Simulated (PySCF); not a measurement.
Computed with PBE-D3(BJ)/def2-TZVP // PBE0-D3(BJ)/def2-TZVP (PySCF). Gas-phase values, no solvent. 

Reference species (SMILES): `C=C=C` (neutral, multiplicity 1).

```yaml
HOMO: -6.55 eV
```

Changed species: `C#CC`.

What does the change do to the HOMO?

the HOMO goes up by 0.07 eV, to -6.48 eV.
